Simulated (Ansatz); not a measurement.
The input, for Ansatz 0.2.0:

```yaml
crystal:
  periodic: [false, false, false]
  atoms:
    - {symbol: Br, position_ang: [-1.820715, 0.234988, 0.000000]}
    - {symbol: H, position_ang: [-0.347715, 0.234988, 0.000000]}
    - {symbol: O, position_ang: [0.958285, 0.234988, 0.000000]}
    - {symbol: H, position_ang: [1.210144, -0.704963, 0.000000]}
basis:
  gaussian: {orbitals: cc-pVDZ}
magnetization: {spin_polarized: false, initial_magnetization: 1}
correlation: {method: sc_nevpt2, electrons: outside_noble_gas, active_space: {window: {electrons: 15, orbitals: 10}, shells: [{species: Br, l: s, shell: 4}, {species: Br, l: p, shell: 4}, {species: H, l: s, shell: 1}, {species: O, l: s, shell: 2}, {species: O, l: p, shell: 2}]}}
```

```sh
$ ansatz run in.yaml --threads 1 --pin off --events-out ev --progress --plain --max-ram 2393MiB
```

The program prints:

```
918 factors; integrals over basis functions are off by at most 2.2e-7 eV
mean field evaluation 1: about -72059.5636 eV, gradient 4.0e1 eV
mean field evaluation 2: about -72059.5784 eV, gradient 4.0e1 eV
mean field evaluation 4: about -72062.0161 eV, gradient 1.9e1 eV
mean field evaluation 8: about -72062.8755 eV, gradient 9.0e-1 eV
mean field evaluation 16: about -72062.8846 eV, gradient 1.5e-6 eV
mean field evaluation 32: about -72064.8688 eV, gradient 7.3e-3 eV
mean field evaluation 64: about -72064.8011 eV, gradient 1.2e0 eV
mean field evaluation 96: about -72064.0626 eV, gradient 9.6e0 eV
mean field evaluation 128: about -72055.4706 eV, gradient 6.2e1 eV
mean field -72064.86883249 eV, -2648.3350822715 hartree, gradient 3.7e-6 eV, S^2 0.750000; 10 other end points of the search recorded, 0 dependent functions left out
reference -72064.86883249 eV, -2648.3350822715 hartree; 23, 22 occupied and 28, 29 virtual orbitals, 918 factors
state -72066.27835285 eV, -2648.3868811894 hartree
state -72066.27835285 eV, -2648.3868811894 hartree; corrected -72072.05864067 eV, -2648.5993028488 hartree
Total energy: -72072.05864067 eV, -2648.5993028488 hartree
Checks for a lower state left out: starts, orbital_swaps
```

Natural occupations: 2.0000 2.0000 1.9996 1.9991 1.9990 1.9835 1.9756 1.0004 0.0253 0.0175.

Ran on 1 thread of AMD EPYC 7R43, shared host: 9.5 s wall, 0.16 GiB peak host memory.
